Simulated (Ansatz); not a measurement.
# NaCl (SMILES [Na][Cl]): one structure at several levels

One table from this session's results is given with a row withheld; the runs are named, their logs left out.

The runs use Ansatz 0.2.0, Gaussian basis; single points in def2-TZVPP.

Correlated methods freeze the cores. The outer core shell of Li, Na, Mg and K is correlated.

## Where the work starts

SMILES `[Na][Cl]`, 2 atoms, charge 0, spin multiplicity 1.

Atoms are counted from 1 here; the program's logs count them from 0.

Bond lengths: Na1–Cl2 2.262 Å.

Coordinates:

```xyz
2
ClNa
Na   -0.94710    0.23870   -0.53110
Cl    0.99240   -0.32400    0.48890
```

The first run:

run/in.yaml reads:

```yaml
crystal:
  periodic: [false, false, false]
  atoms:
    - {symbol: Na, position_ang: [-0.947100, 0.238700, -0.531100]}
    - {symbol: Cl, position_ang: [0.992400, -0.324000, 0.488900]}
basis:
  gaussian: {orbitals: def2-TZVPP}
correlation: {method: ccsd_t}
output: {forces: true}
```

No record of the launch command was kept for these runs.

Steps of the session up to this table: CCSD(T)/def2-TZVPP; PBE0-D4/def2-TZVPP; wB97M-V/def2-TZVPP; r2SCAN-D4/def2-TZVPP; PBE-D4/def2-TZVPP; wB97X-V/def2-TZVPP; r2SCANh-D4/def2-TZVPP.

One of the session's tables, all rows but one given; the rest of the session is left out.

```
    method  RMS force component (eV/Å)  dipole (D)
   CCSD(T)                       0.469        8.53
   PBE0-D4                       0.451        8.35
   wB97M-V                       0.469        8.34
 r2SCAN-D4                       0.490        8.42
    PBE-D4                       0.484        8.01
   wB97X-V                           ?           ?
r2SCANh-D4                       0.479        8.47
```

**Question.** Estimate the row for wB97X-V.

**Answer.** RMS force component (eV/Å): 0.475; dipole (D): 8.49. In the column «RMS force component (eV/Å)» it lies between wB97M-V (0.469) and r2SCANh-D4 (0.479).
